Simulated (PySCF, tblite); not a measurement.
Li+ and 4 × hydrogen fluoride

A gas-phase complex of Li+ and 4 × hydrogen fluoride; charge +1, singlet. The structure comes from a short search (6 tight-binding starts) and was relaxed by PBE0-D3(BJ)/def2-SVPD; another way of binding may lie lower. Frequencies by PBE0-D3(BJ)/def2-SVPD show no clear imaginary mode.

Parts: 1 = Li+ ([Li+]), atoms 1, charge +1; 2 = hydrogen fluoride (F), atoms 2–3; 3 = hydrogen fluoride (F), atoms 4–5; 4 = hydrogen fluoride (F), atoms 6–7; 5 = hydrogen fluoride (F), atoms 8–9.

Coordinates in Å:
```
Li1    -0.974   -0.882    0.724
F2     -2.850   -1.105    0.519
H3     -3.572   -1.681    0.591
F4      0.069   -2.104   -0.278
H5      0.488   -2.263   -1.089
F6     -0.554   -1.074    2.576
H7      0.055   -1.387    3.201
F8     -0.576    0.842    0.032
H9     -0.795    1.740    0.104
```

Contacts between parts, classed by geometry: Li1···F4 1.894 Å (ion contact); Li1···F8 1.899 Å (ion contact); Li1···F2 1.900 Å (ion contact); Li1···F6 1.908 Å (ion contact).

Interaction energies are complex less parts, with the parts frozen as they stand in it; counterpoise-corrected, in kcal/mol (PySCF).

Give the interaction energy at each level run.


| level | interaction | superposition error removed |
| --- | --- | --- |
| wB97M-D3(BJ)/def2-TZVPD | -73.60 | -0.23 |
| PBE0-D3(BJ)/def2-TZVPD | -74.44 | -0.20 |

What holds them together? Decompose the wB97M-D3(BJ)/def2-TZVPD energy: frozen parts, their antisymmetrised product, then relaxation.

electrostatic -66.0, Pauli repulsion +19.5, orbital relaxation -25.3, dispersion correction -2.1 kcal/mol, which sum to the value before the counterpoise correction; the Pauli term holds the exchange-correlation of the frozen density too. Of the attraction, 71 % is electrostatic, 27 % is orbital relaxation, 2 % is dispersion correction.

The parts were also relaxed and run alone, at the levels used for the complex: shieldings by PBE0/pcSseg-2; core levels by delta-SCF with SCAN, pcX-2 on the ionised atom and pcseg-1 elsewhere, spin-free X2C.

How do these values change when the complex forms?


```tsv
property	alone	in the complex	change
shielding of Li1 (ppm)	95.2	92.9	-2.3
shielding of F4 (ppm)	410.9	413.3	+2.4
shielding of F8 (ppm)	410.9	412.8	+1.9
F4 1s core level (eV)	694.12	699.67	+5.56
F8 1s core level (eV)	694.12	699.61	+5.49
```

What are the binding energy from relaxed parts (wB97M-D3(BJ)/def2-TZVPD), and ΔH and ΔG of association at 298.15 K and 1 atm?

-73.59 kcal/mol, -68.98 with zero-point energy; ΔH -70.3 and ΔG -42.7 kcal/mol, from harmonic vibrations by PBE0-D3(BJ)/def2-SVPD with low modes damped.
